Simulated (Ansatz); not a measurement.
The same path of CH$_{6}$AlN (9 atoms, charge 0, multiplicity 1) was run twice with different band settings. Lost on the way: Al1–C2, Al1–H6. Made: C2–H6.

Method: RKS PBE0/def2-SVP (Ansatz).

Relaxed end points:

```xyz
9
Properties=species:S:1:pos:R:3
Al 0.481 0.185 -0.113
C 0.945 -0.108 1.764
H 0.083 -0.410 2.381
H 1.717 -0.890 1.866
H 1.369 0.806 2.213
H 1.542 0.615 -1.219
N -1.191 -0.021 -0.675
H -1.982 -0.288 -0.099
H -1.499 0.111 -1.632
```

```xyz
9
Properties=species:S:1:pos:R:3
Al -1.213 0.777 -2.396
C 1.480 -0.042 1.644
H 0.684 0.014 0.889
H 1.314 -0.909 2.298
H 1.480 0.875 2.249
H 2.453 -0.145 1.144
N -1.503 -0.013 -0.797
H -1.362 -0.999 -0.583
H -1.868 0.442 0.038
```

Common settings: movable images 7; climbing image yes; spring 5.0 eV/Å²; optimiser quadratic models (default); start path through a guess of the saddle point; iteration limit 60; end points relaxed.

| run | force threshold |
| --- | --- |
| 1 | 0.05 eV/Å |
| 2 | 0.2 eV/Å |

Problem. What does each run give, and how far can it be trusted?

Solution. Run 1: converged after 31 iterations, highest image 3.360 eV above the first end. Neighbouring images differ by up to 3.3 eV, so the band resolves the path poorly. A vibrational analysis at the climbing image gives one clearly imaginary mode, 1339i cm⁻¹: a first-order saddle point.
Run 2: converged after 26 iterations, highest image 3.360 eV above the first end. The threshold of 0.2 eV/Å is loose, so the images may lie well off the minimum-energy path. Beside the main top the profile has a ripple of under 15 meV (maxima at images 2, 5), which may be a very shallow well or noise. Neighbouring images differ by up to 3.3 eV, so the band resolves the path poorly. Another band between the same ends (7 images) ends at a top of the same energy, where a vibrational analysis finds 1 clearly imaginary mode.
The orbitals stay closed-shell, which can raise the energy where a bond breaks towards radicals; this wasn't checked here.
